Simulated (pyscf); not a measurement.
Elimination: `[OH][AsH2]` → `[O]=[AsH]` + `[H][H]`

Gas phase, singlet surface, charge 0. Bonds broken: As1–H3, O2–H5. Bonds formed: H3–H5. Single points on ωB97X-D3(BJ)/def2-SVP structures (PySCF, gas phase).

Transition state (Å):

```xyz
5

As    -0.0454     0.1998     0.2822
O      1.2395     0.5042    -0.7789
H      1.2622    -0.8360     1.1416
H     -0.5551    -1.2170    -0.1081
H      1.5753    -0.4418     0.3296
```

One imaginary mode, 2085i cm⁻¹; descent along it reached the two sides named.

| bond | change | reactant side (Å) | saddle | product side |
|---|---|---|---|---|
| As1–H3 | breaks | 1.532 | 1.876 | 3.1 |
| O2–H5 | breaks | 0.965 | 1.495 | 3.5 |
| H3–H5 | forms | 2.6 | 0.955 | 0.761 |

Electronic energies relative to the reactant's lowest minimum found (kcal/mol):

| level | barrier | reaction energy | reverse barrier |
|---|---|---|---|
| ωB97X-D3(BJ)/def2-TZVP | 80.9 | +45.2 | 35.7 |
| PBE/def2-TZVP | 71.3 | +39.3 | 32.0 |
| r²SCAN/def2-TZVP | 76.2 | +42.7 | 33.5 |
| B3LYP-D3(BJ)/def2-TZVP | 77.8 | +41.1 | 36.7 |
| PBE0-D3(BJ)/def2-TZVP | 78.1 | +46.5 | 31.6 |
| M06-2X/def2-TZVP | 80.6 | +46.0 | 34.6 |
| ωB97M-D3(BJ)/def2-TZVP | 80.0 | +44.0 | 36.0 |
| HF/def2-TZVP | 94.5 | +51.1 | 43.5 |

With ωB97M-D3(BJ)/def2-TZVP energies and thermal terms (ideal gas, 1 atm, RRHO with modes under 100 cm⁻¹ raised to 100, one conformer, R ln 2 for chiral ones without a mode under 150 cm⁻¹), in kcal/mol:

```json
[
 {"T (K)": "298", "ΔH‡": "75.7", "ΔG‡": "75.6", "ΔH": "+39.0", "ΔG": "+30.7"},
 {"T (K)": "600", "ΔH‡": "75.3", "ΔG‡": "75.6", "ΔH": "+39.6", "ΔG": "+22.0"},
 {"T (K)": "900", "ΔH‡": "75.1", "ΔG‡": "75.9", "ΔH": "+39.5", "ΔG": "+13.2"},
 {"T (K)": "1200", "ΔH‡": "74.8", "ΔG‡": "76.2", "ΔH": "+39.1", "ΔG": "+4.5"}
]
```

At the saddle there is also a short As–H contact that neither side keeps. The same reactants have a lower exit, to HO–AsH• + H• (no saddle counted: cutting one bond costs +73.8 kcal/mol at ωB97M-D3(BJ)/def2-TZVP, against +80.0 kcal/mol here). O=AsH lies 7.5 kcal/mol over its isomer HO–As: [triplet] (electronic energy, ωB97M-D3(BJ)/def2-TZVP). This is the saddle that the search found; another between the same sides may lie lower. Elements up to Kr have no core potential and no relativistic terms here.
